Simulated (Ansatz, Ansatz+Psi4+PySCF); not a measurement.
```xyz
9

S     0.0000    0.0000    1.1893
C     0.0000    1.2350   -0.0031
C     0.0000   -1.2350   -0.0031
C     0.0000    0.7120   -1.2695
C     0.0000   -0.7120   -1.2695
H     0.0000    2.2833    0.2931
H     0.0000   -2.2833    0.2931
H     0.0000    1.3256   -2.1717
H     0.0000   -1.3256   -2.1717
```

Basis set: cc-pVTZ (spherical functions). Left uncorrelated: 9 orbitals. Charge 0, multiplicity 1.

Computed with Ansatz (development build ahead of 0.2.0); each method stands on the lowest determinant of its kind that the runs found. Restricted open shells among the atoms or ions are ROHF, correlated in semicanonical orbitals with singles.

Task: Give the atomization energy at this shape (free ground-state atoms in the same class of orbitals less the molecule, no zero-point energy) of singlet C₄H₄S by RHF-MP2, RHF.

Result:

```
 method  atomization energy
RHF-MP2            41.70 eV
    RHF            30.70 eV
```
